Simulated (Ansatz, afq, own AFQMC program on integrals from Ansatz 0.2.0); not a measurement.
Integrals from Ansatz 0.2.0, then the random walk in our own AFQMC program (afq).

```yaml
crystal:
  periodic: [false, false, false]
  atoms:
    - {symbol: Si, position_ang: [0.000000, -0.035961, 1.165412]}
    - {symbol: Al, position_ang: [0.000000, -0.011793, -1.224879]}
    - {symbol: H, position_ang: [0.000000, 1.317723, 0.315431]}
basis:
  gaussian: {orbitals: 6-31G}
total_charge: 1
magnetization: {spin_polarized: true, initial_magnetization: 1}
correlation: {method: ccsd_t, electrons: outside_noble_gas, hamiltonian_folder: ham}
```

```sh
$ ansatz run in.yaml --threads 1 --pin off --events-out ev --progress --plain --max-ram 24576MiB --backend cuda --devices 0, --max-vram 18GiB
```

Options of the walk:

```
--method phaseless --trial cisd --walkers 4000 --populations 20 --least-time 60 --time-step 0.005 --steps-per-block 50 --equilibration-blocks 28 --max-blocks 4000 --target-error 0.00016 --factor-cut 1e-05 --start spin_pure --seed 1434 --release-times 0.24,0.51,0.99,1.62,2.4 --release-step 0.03 --release-every 3 --taylor-order 6
```

Times are imaginary, in 1/Eh. The walk had a cap of 122 s. With eight or more populations the least sampling time is a fifth of least-time, and the error comes from their spread.

```
orbitals 18  electrons 4 3  factors 111 of 310
reference energy -531.01592764 Eh
CCSD correlation -0.09722188 Eh in 24 cycles, weight of the determinant in the CISD state 0.7924
energy of the start -531.110730 Eh
 block  time / (1/Eh)  mean weight  energy / Eh
     1     0.250  1.0001  -531.110750
     2     0.500  1.0000  -531.111194
     3     0.750  0.9999  -531.111740
     4     1.000  1.0001  -531.112382
     5     1.250  0.9999  -531.113006
    10     2.500  1.0001  -531.114760
    15     3.750  1.0000  -531.116049
    20     5.000  1.0001  -531.116042
    25     6.250  1.0000  -531.116441
    30     7.500  0.9999  -531.116987
    35     8.750  1.0000  -531.117123
    40    10.000  0.9999  -531.117215
    42    10.500  1.0002  -531.117714
    45    11.250  1.0000  -531.117139
    50    12.500  1.0000  -531.117363
    55    13.750  1.0000  -531.116959
    60    15.000  1.0000  -531.116911
    65    16.250  1.0000  -531.116888
    70    17.500  0.9999  -531.116612
    75    18.750  1.0000  -531.116404
    78    19.500  1.0001  -531.116503
error from the spread of 20 populations
released: time / (1/Eh)  energy / Eh  error  mean overlap
  0.24  -531.117058  0.000132  1.0003
  0.51  -531.117112  0.000107  1.0017
  0.99  -531.117191  0.000085  1.0011
  1.62  -531.117250  0.000079  1.0041
  2.40  -531.117214  0.000111  1.0028
energy -531.116989 +/- 0.000126 Eh
(rows thinned)
```

Problem. Estimate how long the walk took on 1 × NVIDIA H100 80GB HBM3 with 2 threads of AMD EPYC 7R13 Processor (Zen 3), on a shared host (the card was shared).

Solution. 19 s of wall time.

The run passed its tests (sampling time, drift between the halves within three errors, error under three times the target), which doesn't prove that it has relaxed.

Against this walk (error 3.4 meV) on the same determinant: CCSD(T) 14.0 meV higher, CCSDT(Q) 31.4 meV lower, CCSDTQ 29.0 meV lower, full CI 29.2 meV lower. The error is statistical and leaves out the bias of the constraint. The determinant has ⟨S²⟩ = 0.88, so the low cluster orders mix in higher spin, while the walk starts as a pure doublet. Released to 2.40 1/Eh the energy moves by -6 ± 5 meV (both errors), within twice the noise. Full CI is exact here, so the walk's 29 meV above it is the walk's own error: the bias of the constraint with this trial. The determinant is a poor start (see the cautions), so the low cluster orders aren't to be relied on, and full CI is the sure value.

Cautions: constraint bias not in the error; the search met a lower determinant of the same kind, perhaps of another symmetry (232 meV lower), and this one is a saddle point; strong correlation (T1 0.085, weight of the determinant 0.79, largest double 0.14); unrestricted determinant spin contaminated (⟨S²⟩ 0.88 against 0.75); the released energy hasn't reached full CI (23 meV above it at 2.40 1/Eh).

CCSDT and higher add their correlation energy to the determinant of the CCSD(T) run, since their own runs factorise the integrals more tightly (a shift of under 2 meV).
